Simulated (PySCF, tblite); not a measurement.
**CH₇Si₂ radical, a cluster model of a defect (Si site with back bonds [SiH3], C, [H]): EPR parameters**

Aim: the EPR parameters of `C[SiH][SiH3]`. It is drawn as: dangling bond.

Computed with tblite 0.8.0 and PySCF 2.14.0; each step states its level. No surroundings beyond the atoms listed, unless a continuum is named. Atoms count from 0, parts from 1.

## 1. Starting point

10 atoms, charge 0, multiplicity 2; geometry: distance geometry start.

## 2. Relaxing the cluster with GFN2-xTB

The job: settings as JSON, then the geometry in Å.

```
{"job": {"kind": "relax", "xc": "GFN2-xTB", "basis": "xTB"}, "charge": 0, "multiplicity": 2}
Si     1.313633     0.587957    -0.229821
Si     1.280233     2.205319    -1.789283
C      2.219399    -0.925163    -0.710760
H      0.119111     0.406779     0.464567
H      2.554964     2.293893    -2.366877
H      0.911560     3.430218    -1.161472
H      0.331000     1.864718    -2.777667
H      1.558761    -1.697171    -0.926359
H      2.817298    -1.224291     0.109259
H      2.832024    -0.738725    -1.522441
```

Method: GFN2-xTB geometry optimisation, gas phase.

Run with:

```
OMP_NUM_THREADS=1 python cluster_run.py task.json out
```

This one command runs all jobs of the session in turn.

The log of the run:

```text
step      E/eV     max force
  0    -246.98395    2.024
  1    -247.20632    1.186
  2    -247.30931    0.859
  3    -247.35005    0.536
  4    -247.37140    0.403
  5    -247.38592    0.264
  6    -247.39759    0.282
  7    -247.40749    0.294
  8    -247.41732    0.275
  9    -247.42516    0.246
 10    -247.43022    0.212
 11    -247.43372    0.191
 12    -247.43613    0.142
 13    -247.43742    0.082
 14    -247.43827    0.081
 15    -247.43910    0.138
 16    -247.44036    0.195
 17    -247.44224    0.209
 18    -247.44435    0.145
 19    -247.44574    0.085
 20    -247.44636    0.059
 21    -247.44665    0.056
 22    -247.44692    0.052
 23    -247.44736    0.095
 24    -247.44800    0.113
 25    -247.44871    0.080
 26    -247.44925    0.069
 27    -247.44965    0.066
 28    -247.45007    0.104
 29    -247.45070    0.130
 30    -247.45145    0.109
 31    -247.45203    0.061
 32    -247.45234    0.052
 33    -247.45257    0.042
 34    -247.45283    0.057
 35    -247.45309    0.046
 36    -247.45328    0.046
 37    -247.45345    0.049
 38    -247.45371    0.051
 39    -247.45424    0.082
 40    -247.45517    0.113
 41    -247.45643    0.115
 42    -247.45766    0.073
 43    -247.45830    0.047
 44    -247.45861    0.057
 45    -247.45890    0.064
 46    -247.45928    0.060
 47    -247.45962    0.054
 48    -247.46001    0.052
 49    -247.46039    0.065
 50    -247.46095    0.079
 51    -247.46127    0.052
 52    -247.46147    0.041
 53    -247.46163    0.040
 54    -247.46186    0.066
 55    -247.46216    0.080
 56    -247.46244    0.059
 57    -247.46256    0.028
 58    -247.46261    0.031
 59    -247.46266    0.028
 60    -247.46281    0.021
 61    -247.46304    0.041
 62    -247.46346    0.059
 63    -247.46389    0.057
 64    -247.46419    0.044
 65    -247.46436    0.031
 66    -247.46452    0.037
 67    -247.46471    0.037
 68    -247.46485    0.028
 69    -247.46493    0.024
 70    -247.46499    0.025
 71    -247.46504    0.023
 72    -247.46509    0.019
 73    -247.46512    0.007
```

Run time: 1.8 s. Hardware: 1 thread of Arm Neoverse N1, shared host.

Along the way:

```
step  energy from step 0 (eV)  largest force (eV/Å)
   0                   0.0000                2.0245
   3                  -0.3661                0.5360
   6                  -0.4136                0.2828
   9                  -0.4412                0.2462
  12                  -0.4522                0.1417
  15                  -0.4552                0.1378
  18                  -0.4604                0.1444
  21                  -0.4627                0.0559
  24                  -0.4641                0.1127
  27                  -0.4657                0.0664
  30                  -0.4675                0.1084
  33                  -0.4686                0.0427
  36                  -0.4693                0.0461
  39                  -0.4703                0.0820
  42                  -0.4737                0.0740
  45                  -0.4750                0.0643
  48                  -0.4761                0.0520
  51                  -0.4773                0.0520
  54                  -0.4779                0.0661
  57                  -0.4786                0.0275
  60                  -0.4789                0.0203
  63                  -0.4799                0.0577
  66                  -0.4806                0.0373
  69                  -0.4810                0.0239
  72                  -0.4811                0.0185
  73                  -0.4812                0.0070
```

Close pairs (by a distance rule), those that changed most:

```
   bond  before (Å)  after (Å)  change (Å)
 Si0–H3       1.394      1.476      +0.082
 Si0–C2       1.828      1.908      +0.080
 Si1–H4       1.402      1.468      +0.066
 Si1–H6       1.412      1.473      +0.061
  C2–H9       1.034      1.087      +0.053
  C2–H7       1.039      1.088      +0.050
 Si1–H5       1.425      1.467      +0.042
Si0–Si1       2.247      2.282      +0.035
```

## 3. Relaxing the molecule at PBE0-D3(BJ)/def2-SVP

The job: settings as JSON, then the geometry in Å.

```
{"job": {"xc": "PBE0", "basis": "def2-SVP", "d3": "d3bj", "grid": 2, "kind": "geom", "shake": 0.01}, "charge": 0, "multiplicity": 2}
Si    -0.085023     0.054390     0.935101
Si    -0.397024     1.593386    -0.751051
C      0.616736    -1.607921     0.422726
H     -1.206542    -0.235652     1.816009
H      0.902597     1.842678    -1.400633
H     -0.853390     2.862281    -0.155131
H     -1.310695     1.322281    -1.858155
H     -0.063585    -2.183428    -0.149735
H      0.917565    -2.192947     1.316293
H      1.520912    -1.480652    -0.173948
```

The log of the run:

```text
step   0  E = -620.74394331  max force = 0.025855
step   1  E = -620.74869080  max force = 0.005020
step   2  E = -620.74891462  max force = 0.001675
step   3  E = -620.74895052  max force = 0.000287
step   4  E = -620.74895584  max force = 0.000244
optimisation converged
```

Wall time 43 s (1 thread of Arm Neoverse N1, shared host); peak memory 0.45 GiB.

Step by step:

```
step  energy from step 0 (eV)  largest force component (eV/Å)
   0                   0.0000                          1.3295
   1                  -0.1292                          0.2581
   2                  -0.1353                          0.0861
   3                  -0.1363                          0.0148
   4                  -0.1364                          0.0125
```

Close pairs (by a distance rule), those that changed most:

```
   bond  before (Å)  after (Å)  change (Å)
 Si0–H3       1.455      1.500      +0.044
  C2–H7       1.059      1.103      +0.043
 Si1–H6       1.461      1.500      +0.040
Si0–Si1       2.304      2.333      +0.029
 Si1–H4       1.474      1.497      +0.023
 Si1–H5       1.474      1.495      +0.021
 Si0–C2       1.876      1.888      +0.013
  C2–H9       1.091      1.100      +0.010
```

The final coordinates are the input of the step that follows.

```
                         at the end point                 value
  point group (found at 0.08 Å tolerance)                    C1
rotational constants (GHz, main isotopes)  15.196, 3.152, 2.770
                        dipole moment (D)                  1.00
                                     ⟨S²⟩                 0.753
```

## 4. EPR parameters: B3LYP/IGLO-III+pcH-1

The job: settings as JSON, then the geometry in Å.

```
{"job": {"kind": "epr"}, "charge": 0, "multiplicity": 2}
Si    -0.045085     0.017196     0.977482
Si    -0.372004     1.663535    -0.642376
C      0.705555    -1.585937     0.319792
H     -1.281287    -0.254903     1.781698
H      0.935309     1.949801    -1.312923
H     -0.865896     2.918706     0.003433
H     -1.354224     1.265435    -1.704330
H     -0.019763    -2.130185    -0.307297
H      1.002192    -2.247136     1.148451
H      1.598075    -1.375600    -0.288502
```

With the program's defaults for keys left out, this is: UKS B3LYP, IGLO-III on C Si, pcH-1 on H, non-relativistic, mean-field spin-orbit, GIAO.

The log of the run:

```text
UKS, coarse grid
  cycle   1  E = -621.30140385  |g| = 2.69e-01
  cycle   2  E = -621.28260514  |g| = 3.15e-01
  cycle   3  E = -621.33366507  |g| = 3.60e-02
  cycle   4  E = -621.33438880  |g| = 8.26e-03
  cycle   5  E = -621.33442838  |g| = 2.67e-03
  cycle   6  E = -621.33443154  |g| = 5.56e-04
UKS, final grid
  cycle   1  E = -621.33444662  |g| = 4.05e-04
  cycle   2  E = -621.33444666  |g| = 3.93e-04
  cycle   3  E = -621.33444675  |g| = 3.73e-05
  cycle   4  E = -621.33444675  |g| = 3.04e-05
  cycle   5  E = -621.33444675  |g| = 8.15e-06
E = -621.33444675 Eh   <S^2> = 0.7525 (exact 0.7500)
g shifts (ppm)      1          2          3
  rmc          -126       -126       -126
  gc              6         42         39
  oz_so        -196       1888       3549
  total        -317       1804       3463
hyperfine (MHz)  atom isotope    a_iso     a_fc   dipolar eigenvalues
    0  29Si    -406.63    -407.86   -165.85     82.78     83.07
    1  29Si     -31.87     -31.93     -8.99      2.67      6.32
    2   13C       9.05       9.01     -3.10     -2.67      5.77
    3    1H      19.51      19.48     -9.73      1.20      8.53
    4    1H      -2.75      -2.75     -2.55     -1.14      3.69
    5    1H      -3.09      -3.09     -2.57     -1.14      3.70
    6    1H      73.95      73.95     -2.35     -0.21      2.55
    7    1H      67.45      67.45     -3.81      0.36      3.45
    8    1H      12.99      12.99     -3.84     -2.48      6.32
    9    1H       1.40       1.40     -3.51     -2.13      5.64
```

Wall time 41 s (1 thread of Arm Neoverse N1, shared host); peak memory 0.56 GiB.

Principal g values 2.00200, 2.00412, 2.00578; g(iso) = 2.00397, against 2.00232 for a free electron.

Hyperfine couplings, nucleus by nucleus at this fixed geometry (no averaging over rotations):

```
nuclei  isotope  a(iso) (MHz)  a(iso) (G, at g = 2.0023)  largest dipolar term (MHz)
   Si0     29Si        -406.6                     -145.1                      -165.9
    H6       1H          74.0                       26.4                         2.6
    H7       1H          67.4                       24.1                        -3.8
   Si1     29Si         -31.9                      -11.4                        -9.0
    H3       1H          19.5                        7.0                        -9.7
    H8       1H          13.0                        4.6                         6.3
    C2      13C           9.1                        3.2                         5.8
    H5       1H          -3.1                       -1.1                         3.7
    H4       1H          -2.7                       -1.0                         3.7
    H9       1H           1.4                        0.5                         5.6
```

Mulliken spin populations:

```
atom  value (e)
 Si0       0.94
 Si1       0.01
  C2      -0.02
  H3       0.00
  H4       0.00
  H5       0.00
  H6       0.04
  H7       0.02
  H8       0.00
  H9       0.00
```

In first order the couplings over 0.8 MHz of 1H give 120 distinct lines over 64.6 G.

## 5. EPR parameters: BHandHLYP/IGLO-III+pcH-1

Settings changed since step 4:

```diff
@@ -1,2 +1,2 @@
-{"job": {"kind": "epr"}, "charge": 0, "multiplicity": 2}
+{"job": {"kind": "epr", "xc": "BHandHLYP"}, "charge": 0, "multiplicity": 2}
 Si    -0.045085     0.017196     0.977482
```

Method: UKS BHandHLYP, IGLO-III on C Si, pcH-1 on H, non-relativistic, mean-field spin-orbit, GIAO.

The log of the run:

```text
UKS, coarse grid
  cycle   1  E = -621.22929589  |g| = 1.92e-01
  cycle   2  E = -621.24321873  |g| = 1.30e-01
  cycle   3  E = -621.25121020  |g| = 2.79e-02
  cycle   4  E = -621.25179712  |g| = 7.09e-03
  cycle   5  E = -621.25183833  |g| = 1.73e-03
  cycle   6  E = -621.25184489  |g| = 6.07e-04
UKS, final grid
  cycle   1  E = -621.25185363  |g| = 3.12e-04
  cycle   2  E = -621.25185380  |g| = 1.77e-04
  cycle   3  E = -621.25185385  |g| = 8.12e-05
  cycle   4  E = -621.25185387  |g| = 1.23e-05
  cycle   5  E = -621.25185387  |g| = 4.99e-06
E = -621.25185387 Eh   <S^2> = 0.7535 (exact 0.7500)
g shifts (ppm)      1          2          3
  rmc          -126       -126       -126
  gc              5         42         40
  oz_so        -198       1687       3258
  total        -319       1603       3172
hyperfine (MHz)  atom isotope    a_iso     a_fc   dipolar eigenvalues
    0  29Si    -439.49    -440.71   -166.97     83.12     83.86
    1  29Si     -32.10     -32.15     -9.47      2.19      7.27
    2   13C      10.05      10.02     -2.93     -2.49      5.42
    3    1H      20.17      20.15     -9.68      1.19      8.49
    4    1H      -3.64      -3.64     -2.54     -1.16      3.71
    5    1H      -3.86      -3.86     -2.55     -1.17      3.72
    6    1H      71.12      71.12     -2.23     -0.26      2.49
    7    1H      65.71      65.71     -3.68      0.38      3.29
    8    1H      12.54      12.54     -3.83     -2.54      6.37
    9    1H       1.30       1.29     -3.54     -2.19      5.72
```

It took 43 s on 1 thread of Arm Neoverse N1, shared host; peak memory 0.56 GiB.

In short: g(iso) 2.00380.

## 6. Run by run: EPR parameters

g, ⟨S²⟩ and isotropic hyperfine couplings (MHz), with basis size and wall time:

```
                     run   g(iso)   ⟨S²⟩  29Si Si0  1H H6  1H H7  29Si Si1  1H H3  functions  time
    B3LYP/IGLO-III+pcH-1  2.00397  0.753    -406.6   74.0   67.4     -31.9   19.5        193  41 s
BHandHLYP/IGLO-III+pcH-1  2.00380  0.753    -439.5   71.1   65.7     -32.1   20.2        193  43 s
```

## 7. What came out

```
                            quantity                    value
                         point group                       C1
rotational constants (main isotopes)    15.20, 3.15, 2.77 GHz
                      g(iso) (B3LYP)                  2.00397
                                ⟨S²⟩       0.753 (exact 0.75)
                      largest a(iso)  29Si on Si0, -406.6 MHz
```

Relaxing lowered the energy by 0.136 eV in 4 steps; the close pair that moved most is Si0–H3, from 1.455 to 1.500 Å (PBE0/def2-SVP). No frequency check was run at this level, so the end point may be a saddle. Si0 carries the largest spin population, 0.94 e. The isotropic g lies 1.7 ppt above the free-electron value. The coupling of 29Si on Si0 runs from -439.5 (BHandHLYP/IGLO-III+pcH-1) to -406.6 MHz (B3LYP/IGLO-III+pcH-1).
